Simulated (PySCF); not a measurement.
**Working out the ionisation energy of Ar**

Ar [Ar] (1S) → Ar⁺ [Ne] 3s2 3p5 (2P). Calculation: PySCF 2.14, in dyall-av3z; the non-relativistic Hamiltonian (point nucleus). Frozen: [Ne]; the 26 highest virtual orbitals dropped. Energies in hartree (1 hartree = 27.21139 eV):

| part | Ar (lower) | Ar⁺ (upper) |
| --- | --- | --- |
| UHF | -526.816982 | -526.282033 |
| MP2 opposite-spin | -0.161371 | -0.132454 |
| MP2 same-spin | -0.053308 | -0.039004 |

Problem. What does Hartree-Fock give?

Solution. (-526.282033) − (-526.816982) = 0.534949 hartree = 14.557 eV.

Problem. What do MP2 and SCS-MP2 (6/5 opposite-spin, 1/3 same-spin) give?

Solution. The opposite-spin parts differ by 0.787 eV and the same-spin parts by 0.389 eV. MP2: 14.557 + (0.787) + (0.389) = 15.733 eV. SCS-MP2: 14.557 + 1.2 × (0.787) + (0.389)/3 = 15.631 eV.

Measured between the centres of the two terms (NIST): 15.819 eV, so MP2 (valence) is off by -0.086 eV.

What remains against the reference includes basis incompleteness, the frozen core and correlation beyond second order.
